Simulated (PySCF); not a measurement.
PySCF input (BP86/def2-TZVPD):

```python
from pyscf import gto, scf, dft

mol = gto.M(
    atom='''
    P     0.00032744    0.00049281    0.06308582
    H    -0.03026407    1.34802484   -0.32583010
    H     1.18225281   -0.65296472   -0.31649250
    H    -1.15690038   -0.70245221   -0.30396469
    ''',
    basis='def2-tzvpd',
    charge=1,
    spin=1,
    verbose=4,
)

mf = dft.UKS(mol, xc='bp86').density_fit(auxbasis='def2-universal-jkfit')
mf.grids.level = 3
mf.conv_tol = 1e-9
mf.max_cycle = 100
mf.max_memory = 1500
mf.kernel()
if not mf.converged:
    mf = mf.newton()
    mf.kernel(mf.make_rdm1())
for _ in range(2):
    mo, _, stable, _ = mf.stability(return_status=True)
    if stable:
        break
    mf.kernel(mf.make_rdm1(mo, mf.mo_occ))
mf.analyze()
```

End of the output:

```
Extra cycle  E= -342.827533914678  delta_E= -2.44e-12  |g|= 1.34e-06  |ddm|= 3.47e-06
converged SCF energy = -342.827533914678  <S^2> = 0.75331037  2S+1 = 2.0033076
uhf_internal: lowest eigs of H = [0.3730551  0.3730727  0.50899261]
<class 'pyscf.df.df_jk.DFUKS'> wavefunction is stable in the internal stability analysis
**** SCF Summaries ****
Total Energy =                        -342.827533914677531
Nuclear Repulsion Energy =              17.653030293798558
One-electron Energy =                 -502.877169584046555
Two-electron Energy =                  142.396605375570459
Two-electron Coulomb Energy =          166.485054302337687
DFT Exchange-Correlation Energy =      -24.088448926767228
HOMO-LUMO gap [eV] =                     2.136390542550188
**** MO energy ****
                             alpha | beta                alpha | beta
MO #1   energy= -76.6998810239791  | -76.6954355908675  occ= 1 | 1
MO #2   energy= -6.66009266268864  | -6.65538584843349  occ= 1 | 1
MO #3   energy= -4.8812531596254   | -4.86976313794469  occ= 1 | 1
MO #4   energy= -4.87298333358806  | -4.86976310722718  occ= 1 | 1
MO #5   energy= -4.87298332222659  | -4.86906083518821  occ= 1 | 1
MO #6   energy= -0.910231032693298 | -0.885243102254288 occ= 1 | 1
MO #7   energy= -0.674525552007751 | -0.66695560612368  occ= 1 | 1
MO #8   energy= -0.674525527797335 | -0.666955557603364 occ= 1 | 1
MO #9   energy= -0.544212153059028 | -0.465701248065804 occ= 1 | 0
MO #10  energy= -0.278148314991048 | -0.257094908294273 occ= 0 | 0
MO #11  energy= -0.270238762106857 | -0.254964388753552 occ= 0 | 0
MO #12  energy= -0.270238626877039 | -0.254964202199125 occ= 0 | 0
MO #13  energy= -0.172229413528031 | -0.149586228304384 occ= 0 | 0
MO #14  energy= -0.15831537795812  | -0.136249087322612 occ= 0 | 0
MO #15  energy= -0.158315209366143 | -0.13624892335685  occ= 0 | 0
MO #16  energy= -0.0992603738212714 | -0.0968699419491853 occ= 0 | 0
MO #17  energy= -0.0992601173444363 | -0.0968697091683251 occ= 0 | 0
MO #18  energy= -0.0591853458334803 | -0.039341285607394 occ= 0 | 0
MO #19  energy= -0.0226708598803356 | -0.0112479854058574 occ= 0 | 0
MO #20  energy= 0.0080478692591519 | 0.0121190518657264 occ= 0 | 0
MO #21  energy= 0.00804797838607708 | 0.0121204017279407 occ= 0 | 0
MO #22  energy= 0.0482700152650852 | 0.0479925981663687 occ= 0 | 0
MO #23  energy= 0.0584774029313115 | 0.0651543464081214 occ= 0 | 0
MO #24  energy= 0.0655197058790054 | 0.0724358486105903 occ= 0 | 0
MO #25  energy= 0.0655202000699518 | 0.0724377690859822 occ= 0 | 0
MO #26  energy= 0.0955404691511168 | 0.110565957149937  occ= 0 | 0
MO #27  energy= 0.095541133116795  | 0.11056674661692   occ= 0 | 0
MO #28  energy= 0.105159666009694  | 0.128222083069581  occ= 0 | 0
MO #29  energy= 0.133304491073477  | 0.146225379290754  occ= 0 | 0
MO #30  energy= 0.133304746107522  | 0.146225535928013  occ= 0 | 0
MO #31  energy= 0.144642146431679  | 0.165193326519171  occ= 0 | 0
MO #32  energy= 0.210417764616704  | 0.213563510389246  occ= 0 | 0
MO #33  energy= 0.210418689693076  | 0.213564531314554  occ= 0 | 0
MO #34  energy= 0.264024222611001  | 0.287187793714862  occ= 0 | 0
MO #35  energy= 0.277875321685718  | 0.290843427471744  occ= 0 | 0
MO #36  energy= 0.277878430206916  | 0.290846353804609  occ= 0 | 0
MO #37  energy= 0.410420230793183  | 0.420686521869497  occ= 0 | 0
MO #38  energy= 0.410421033758823  | 0.420686822863217  occ= 0 | 0
MO #39  energy= 0.518818150007849  | 0.540870155934863  occ= 0 | 0
MO #40  energy= 0.820512766027004  | 0.821994588435237  occ= 0 | 0
MO #41  energy= 0.874137058555573  | 0.910862892141392  occ= 0 | 0
MO #42  energy= 0.874137131379798  | 0.910863121586408  occ= 0 | 0
MO #43  energy= 0.905024012761768  | 0.936954628948635  occ= 0 | 0
MO #44  energy= 0.956750917205346  | 0.979876932813679  occ= 0 | 0
MO #45  energy= 0.96687921515064   | 0.979877278205201  occ= 0 | 0
MO #46  energy= 0.966879433466267  | 0.993723921578336  occ= 0 | 0
MO #47  energy= 0.990847029907933  | 1.01855600392511   occ= 0 | 0
MO #48  energy= 0.990847374243849  | 1.01855635944454   occ= 0 | 0
MO #49  energy= 1.06910436005074   | 1.11200309513355   occ= 0 | 0
MO #50  energy= 1.06910457820925   | 1.11200337331366   occ= 0 | 0
MO #51  energy= 1.11589332032144   | 1.17572486082599   occ= 0 | 0
MO #52  energy= 1.27970116174905   | 1.31257129493484   occ= 0 | 0
MO #53  energy= 1.39241053502354   | 1.40677435034054   occ= 0 | 0
MO #54  energy= 1.39241089873403   | 1.40677468270036   occ= 0 | 0
MO #55  energy= 1.5702420282617    | 1.58788814619627   occ= 0 | 0
MO #56  energy= 1.58205743334036   | 1.58788861621709   occ= 0 | 0
MO #57  energy= 1.58205784707363   | 1.5893675208684    occ= 0 | 0
MO #58  energy= 1.73921815449425   | 1.76174735071759   occ= 0 | 0
MO #59  energy= 1.73921833972287   | 1.76174772100585   occ= 0 | 0
MO #60  energy= 1.87058220982748   | 1.87775842030809   occ= 0 | 0
MO #61  energy= 2.26633042005635   | 2.27478505798052   occ= 0 | 0
MO #62  energy= 2.2663311446411    | 2.27478589949811   occ= 0 | 0
MO #63  energy= 2.289376040779     | 2.29465236023773   occ= 0 | 0
MO #64  energy= 2.40293626849625   | 2.41512349075095   occ= 0 | 0
MO #65  energy= 2.57308402425207   | 2.57917710490534   occ= 0 | 0
MO #66  energy= 2.57308437349167   | 2.57917725410079   occ= 0 | 0
MO #67  energy= 6.76134321680767   | 6.79636185209286   occ= 0 | 0
MO #68  energy= 6.92047234974563   | 6.92872109455649   occ= 0 | 0
MO #69  energy= 6.92047261979213   | 6.92872134511257   occ= 0 | 0
MO #70  energy= 14.0093640186231   | 14.0220244150556   occ= 0 | 0

To work with the spin densities directly, `use mulliken_meta_spin()` only printing them here.

 ** Mulliken spin pop alpha/beta on meta-lowdin orthogonal AOs **
 ** Mulliken Spin Density (per AO)  **
spin_pop of  0 P 1s        0.00002
spin_pop of  0 P 2s        0.00187
spin_pop of  0 P 3s        0.08716
spin_pop of  0 P 4s       -0.00038
spin_pop of  0 P 5s        0.00005
spin_pop of  0 P 6s        0.00001
spin_pop of  0 P 2px      -0.00000
spin_pop of  0 P 2py      -0.00000
spin_pop of  0 P 2pz       0.00010
spin_pop of  0 P 3px       0.01860
spin_pop of  0 P 3py       0.01863
spin_pop of  0 P 3pz       0.88357
spin_pop of  0 P 4px       0.00005
spin_pop of  0 P 4py       0.00005
spin_pop of  0 P 4pz       0.00358
spin_pop of  0 P 5px      -0.00006
spin_pop of  0 P 5py      -0.00006
spin_pop of  0 P 5pz       0.00003
spin_pop of  0 P 6px       0.00004
spin_pop of  0 P 6py       0.00004
spin_pop of  0 P 6pz       0.00008
spin_pop of  0 P 3dxy      0.00009
spin_pop of  0 P 3dyz     -0.00072
spin_pop of  0 P 3dz^2    -0.00184
spin_pop of  0 P 3dxz     -0.00071
spin_pop of  0 P 3dx2-y2    0.00010
spin_pop of  0 P 4dxy     -0.00013
spin_pop of  0 P 4dyz     -0.00007
spin_pop of  0 P 4dz^2     0.00014
[...]
```
